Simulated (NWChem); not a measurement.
Species: C₄H₆ cation, doublet; SMILES of the neutral closed-shell parent C=CC=C

```xyz
10

C     -0.1139     1.8569     0.0000
C      0.4140     0.5710     0.0000
C     -0.4140    -0.5710     0.0000
C      0.1139    -1.8569     0.0000
H     -1.1885     2.0261     0.0000
H      0.5327     2.7301     0.0000
H      1.4946     0.4401     0.0000
H     -1.4946    -0.4401     0.0000
H     -0.5327    -2.7301     0.0000
H      1.1885    -2.0261     0.0000
```
Atoms are numbered in this order, from 1.

All runs: NWChem. Pople sets run with spherical d functions. Spin-unrestricted. In the optimisation the excess spin sits in ag (Ci, its own frame). Coordinates come from a B3LYP/6-31G* (spherical d), spin-unrestricted optimisation. The spin multiplicity was typed, not searched, and may not be the lowest. No stability test was run on the SCF state. Level M06-L/6-31G*: energy and gradient on several grids; changes count from the extra-fine grid, which is no exact limit either.

Which is the coarsest grid (medium; xfine; coarse; xcoarse; fine) from which on the energy stays within 50 μHa and each gradient component within 100 μHa/bohr of xfine?

fine.
| grid | size of the energy change (μHa) | largest change of a gradient component (μHa/bohr) |
|---|---|---|
| xcoarse | 30000 | 5000 |
| coarse | 2000 | 700 |
| medium | 60 | 300 |
| fine | 20 | 50 |
| xfine | < 10 | < 30 |
